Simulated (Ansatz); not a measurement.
Start from `CC1CCS1` and change one atom or group to get `C1CSC1`.

Ansatz, PBE0-D4/def2-TZVP geometries, multiplicity 1. 

| property | `CC1CCS1` |
| --- | --- |
| HOMO energy (B3LYP/def2-TZVPP) / eV | -6.02 |
| HOMO energy (PBE/def2-TZVPP) / eV | -5.03 |
| size of the dipole moment (ωB97M-V/def2-TZVPP) / D | 1.88 |
| HOMO energy (ωB97M-V/def2-TZVPP) / eV | -8.47 |
| size of the dipole moment (PBE/def2-TZVPP) / D | 1.84 |
| HOMO–LUMO gap (PBE0/def2-TZVPP) / eV | 6.41 |

Give the same properties after the change, and the shifts. (An estimate is asked.)

Ansatz gave: 
```csv
property,`C1CSC1`,shift
HOMO energy (B3LYP/def2-TZVPP) / eV,-6.04,-0.02
HOMO energy (PBE/def2-TZVPP) / eV,-5.04,-0.01
size of the dipole moment (ωB97M-V/def2-TZVPP) / D,1.87,-0.01
HOMO energy (ωB97M-V/def2-TZVPP) / eV,-8.49,-0.02
size of the dipole moment (PBE/def2-TZVPP) / D,1.84,0.00
HOMO–LUMO gap (PBE0/def2-TZVPP) / eV,6.44,0.03
```

Dipoles are sizes alone; their direction can turn.

B3LYP here is the variant with VWN-RPA as its local correlation; programs differ in this.
